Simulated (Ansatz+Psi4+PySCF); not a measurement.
Values are calculated unless marked as measured or tabulated.
```yaml
atoms:
  - { symbol: Si, position_ang: [0.0000, 0.0000, 0.1313] }
  - { symbol: H, position_ang: [0.0000, 1.0969, -0.9189] }
  - { symbol: H, position_ang: [0.0000, -1.0969, -0.9189] }
```

Basis set: cc-pVTZ on H; cc-pV(T+d)Z on Si (spherical functions). Correlated methods keep 5 orbitals frozen. Charge 0, multiplicity 1.

Starred EOM-CCSD(T)(a) on the restricted Hartree–Fock determinant with PySCF 2.14.0; the energies are vertical.

(1) The solver was asked for the few lowest roots only. Give the ionization energies of singlet SiH2 among them whose weight of singles is over 0.7.

Answers

(1)

```csv
root,energy (eV),weight of singles
1,9.47,0.96
2,12.12,0.95
```

Higher main lines weren't sought.
